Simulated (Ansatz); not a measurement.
Geometry optimisation, Ansatz, RKS revPBE/6-31G*.

Input file:

```yaml
crystal:
  periodic: [false, false, false]
  atoms:
    - { symbol: Si, position_ang: [0.0, 0.0, 0.0] }
    - { symbol: Cl, position_ang: [0.0, 0.0, 2.13] }
    - { symbol: C, position_ang: [1.7634, 0.0, -0.6227] }
    - { symbol: H, position_ang: [2.1111, -1.0463, -0.7509] }
    - { symbol: H, position_ang: [1.8119, 0.5276, -1.5981] }
    - { symbol: H, position_ang: [2.4154, 0.5187, 0.1108] }
    - { symbol: H, position_ang: [-0.6877, 1.1914, -0.4862] }
    - { symbol: H, position_ang: [-0.6877, -1.1914, -0.4862] }
basis:
  gaussian: { orbitals: "6-31G*" }
hamiltonian:
  xc: revpbe
relax:
  f_tol: 0.02
  max_steps: 40
```

Run as:

```bash
$ ansatz run input.yaml --threads 1 --pin off --max-ram 2048MiB --backend cpu --events-out ev --progress --plain --runs-dir out
```

Q: Where does it end, and by what steps?

A: The forces met the threshold. After 6 steps the energy has fallen by 0.100 eV; H5 moved furthest, 0.37 Å.

| step | energy less start (eV) | largest force component (eV/Å) | accepted |
| --- | --- | --- | --- |
| 0 | 0.0000 | 0.735 | yes |
| 1 | -0.0678 | 0.414 | yes |
| 2 | -0.0797 | 0.099 | yes |
| 3 | -0.0868 | 0.101 | yes |
| 4 | -0.0886 | 0.400 | yes |
| 5 | -0.0999 | 0.045 | yes |
| 6 | -0.1001 | 0.003 | yes |

```xyz
8
Properties=species:S:1:pos:R:3
Si 0.003 0.020 0.003
Cl -0.046 -0.265 2.082
C 1.785 0.000 -0.622
H 2.267 -0.971 -0.420
H 1.799 0.171 -1.714
H 2.385 0.792 -0.142
H -0.660 1.335 -0.278
H -0.806 -1.081 -0.613
```

Run time: 12 s on 1 thread of Arm Neoverse V2, with other jobs on the host, peak memory 0.13 GiB.
